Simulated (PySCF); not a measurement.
# Telling isomers of C$_{3}$H$_{2}$FN apart by NMR

No relativistic terms, fast rotation and ring inversion assumed for equivalent nuclei, one computed conformer, in vacuum. Couplings computed with B3LYP/pcJ-1; shielding tensors at PBE0/pcSseg-1 (GIAO); structure optimised with PBE0-D3(BJ)/def2-SVP; PySCF 2.14.

Chemical shifts δ = σref − σ; 1H (31.27 ppm) and 13C (184.41 ppm) vs TMS, all at this level. Multiplet labels drop J under 1 Hz and among equivalent protons, and merge close values. Unscaled 3J(H,H) run several per cent high. One-bond C–F couplings are unscaled and too large by tens of Hz. Shifts are as computed. Against solution values, carbons near 30 ppm lie about +2 ppm off and those near 130 ppm about +5 ppm. Of 1211 compounds with measured shifts, 218 miss one by over three times the rms of a fit or turn the order of signals round; such compounds aren't used in these exercises.

(1) Tabulate the signals of `N#C/C=C/F`, `C=C(F)C#N` and their relative energies.

(2) What is the quickest way to tell N#C/C=C/F from C=C(F)C#N?

Results:

(1) 
```tsv
SMILES	carbon types	δC	δH	E rel. (kcal/mol)
N#C/C=C/F	1×C 2×CH	176.5, 118.1, 92.3	7.34 (dd, 1H), 5.33 (dd, 1H)	0.0
C=C(F)C#N	2×C 1×CH2	147.1, 117.5, 116.1	5.70 (dd, 1H), 5.56 (dd, 1H)	4.1
```

Energies are electronic energies at PBE0/pcSseg-1 on these geometries, without zero-point or thermal terms, each for the one conformer computed, which needn't be the lowest.

(2) Both give the same number of carbon signals, but DEPT or the intensities differ. The first has an alkene CH at 176.5 ppm, the second a terminal =CH2 carbon at 116.1 ppm. Their most deshielded carbons lie at 176.5 and 147.1 ppm. In the proton spectra the most deshielded non-exchanging signals are 7.34 (dd, J = 83.6, 13.1 Hz, 1H) and 5.70 (dd, J = 8.9, 3.3 Hz, 1H).
